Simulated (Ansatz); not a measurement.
Species: C2H4Cl, charge 0, doublet. C2H4Cl (SMILES [CH2]CCl, doublet).
B3LYP-D3(BJ)/def2-TZVP minimum from Ansatz (a first-principles code):
```
C
H 1 1.0854
H 1 1.0854 2 110.78
C 1 1.4545 2 113.91 3 -129.98
H 4 1.0807 1 120.31 2 -31.97
H 4 1.0807 5 118.26 1 167.92
Cl 1 1.8760 2 103.74 3 110.75
```
Charge 0, spin multiplicity 2.

Total energies in hartree (Ansatz). Open shells are spin-unrestricted; no spin-orbit coupling. Cores are frozen in correlated methods. No relativity. For partners of very few electrons the exact lower level stands in for a higher one.

```csv
species,HF/cc-pV(T+d)Z,CCSD(T)/cc-pV(T+d)Z,HF/cc-pV(Q+d)Z,CCSD(T)/cc-pV(Q+d)Z,CCSD(T)/cc-pV(D+d)Z,CCSDT(Q)/cc-pV(D+d)Z
"1: C2H4Cl (SMILES [CH2]CCl, doublet)",-537.56679,-538.13897,-537.57552,-538.18557,-537.98044,-537.98222
2: C (triplet),-37.69157,-37.78076,-37.69331,-37.78654,-37.76038,-37.76071
3: Cl (doublet),-459.48556,-459.67356,-459.48916,-459.69449,-459.60403,-459.60445
4: H (doublet),-0.49981,-0.49981,-0.49995,-0.49995,-0.49928,-0.49928
```

Task: Work out the atomisation energy (electronic, to ground-state atoms) in kcal/mol: take Hartree-Fock from cc-pV(Q+d)Z, extrapolate the CCSD(T) correlation energy as X^-3 (X = 3, 4), and add CCSDT(Q) - CCSD(T) in cc-pV(D+d)Z. 1 hartree = 627.51 kcal/mol.

Result: 
Species 1: correlation (64·(-0.61005) - 27·(-0.57218))/37 = -0.63768; step -0.00178; E1 = -537.57552 + (-0.63768) + (-0.00178) = -538.21498
Species 2: correlation (64·(-0.09323) - 27·(-0.08919))/37 = -0.09618; step -0.00033; E2 = -37.69331 + (-0.09618) + (-0.00033) = -37.78982
Species 3: correlation (64·(-0.20533) - 27·(-0.18800))/37 = -0.21798; step -0.00042; E3 = -459.48916 + (-0.21798) + (-0.00042) = -459.70756
Species 4: correlation (64·(0.00000) - 27·(0.00000))/37 = 0.00000; step +0.00000; E4 = -0.49995 + (0.00000) + (+0.00000) = -0.49995
-1·E1 +2·E2 +1·E3 +4·E4 = 0.92798 hartree = 582.3 kcal/mol.
